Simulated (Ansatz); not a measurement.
Input file for Ansatz (a quantum-chemistry and plane-wave program): U-wB97M-V/def2-TZVPP on NH2 (SMILES [NH2]), 2S+1 = 2, atoms moved off the minimum.

Ansatz 0.2 input:
```yaml
crystal:
  periodic: [false, false, false]
  atoms:
    - {symbol: N, position_ang: [-0.04398549, 0.09223798, 0.02109003]}
    - {symbol: H, position_ang: [-0.75392786, -0.45778696, -0.07611196]}
    - {symbol: H, position_ang: [0.82767571, -0.48461221, -0.09074892]}
basis:
  gaussian:
    orbitals: def2-TZVPP
hamiltonian:
  xc: {name: wB97M-V}
magnetization: {spin_polarized: true, initial_magnetization: 1}
output: {forces: true}
```

Program output:

```
WARN ansatz: RAYON_NUM_THREADS=1 ignored (pool sized by the plan → 1); use --threads N
Functional definition: wB97M-V
integrals: 0.01 GiB planned
273 factors; their error is unknown
integrals: 0.04 GiB planned
72 factors; integrals over basis functions are off by at most 1.3e-5 eV
mean field: 0.17 GiB planned
mean field evaluation 1: about -1518.3602 eV, gradient 2.1e1 eV
mean field evaluation 2: about -1519.0962 eV, gradient 1.6e1 eV
mean field evaluation 4: about -1519.9935 eV, gradient 1.2e-1 eV
mean field evaluation 8: about -1519.9936 eV, gradient 1.9e-2 eV
mean field -1519.99357536 eV, -55.8587336057 hartree, gradient 5.1e-5 eV, S^2 0.752885; 0 other end points of the search recorded, 0 dependent functions left out
the calculation of the forces begins
reference -1519.99359925 eV, -55.8587344839 hartree; 5, 4 occupied and 54, 55 virtual orbitals, 273 factors
Total energy: -1519.99359925 eV, -55.8587344839 hartree
Atom 0 at    -0.043985     0.092238     0.021090 Å, force     6.732072     4.150901     0.725144 eV/Å
Atom 1 at    -0.753928    -0.457787    -0.076112 Å, force    -5.619005    -4.647718    -0.823685 eV/Å
Atom 2 at     0.827676    -0.484612    -0.090749 Å, force    -1.113067     0.496816     0.098541 eV/Å
Dipole moment:     0.014844    -0.380234    -0.070292 e Å
```

The calculation finished and met its thresholds.

Cost: around 1.8 core-seconds (rough).
